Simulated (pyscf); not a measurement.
This saddle point was located with ωB97X-D3(BJ)/def2-SVP in PySCF.

```xyz
11

P     -0.6054    -1.0687    -0.0456
Si     0.5265     0.5123     1.0711
H     -1.6093    -0.6138    -1.3818
H     -1.5409    -1.4323     0.9583
H      1.3966    -0.1439     2.0901
H     -0.3612     1.4940     1.7619
H      1.3719     1.2224     0.0743
Ga    -2.1338     0.9098    -0.6739
H     -2.3447    -0.0701    -2.0619
H     -3.3948     0.8189     0.2184
H     -1.1695     2.0571    -1.0737
```

Surface: singlet, charge 0. Lowest wavenumbers (cm⁻¹): 1322i, 87, 145, 209, 270.

**Question.** Which two sides does it connect, and which bonds change?

**Answer.** H₃Si–PH₂ (SMILES [SiH3]P) + GaH₃ (SMILES [GaH3]) ⇌ H₃Si–PH–GaH₂ (SMILES [SiH3][PH][GaH2]) + H₂ (SMILES [H][H]), a four-centre exchange read from left to right: H–P, Ga–H broken and Ga–P, H–H formed. At ωB97M-D3(BJ)/def2-TZVP it lies +88.7 kJ/mol from the left side and +123.9 kJ/mol from the right (each side as separated species at their lowest minima found). On the reactant side the descent ends in a complex, 23.4 kJ/mol under the separated species and 90.6 kJ/mol under the saddle at ωB97X-D3(BJ)/def2-TZVP. At the saddle there is also a short Ga–H contact that neither side keeps. At ωB97X-D3(BJ) the barrier from the zero used here is 67.2 kJ/mol. One saddle was located; it need not be the lowest between these sides. Elements up to Kr have no core potential and no relativistic terms here.
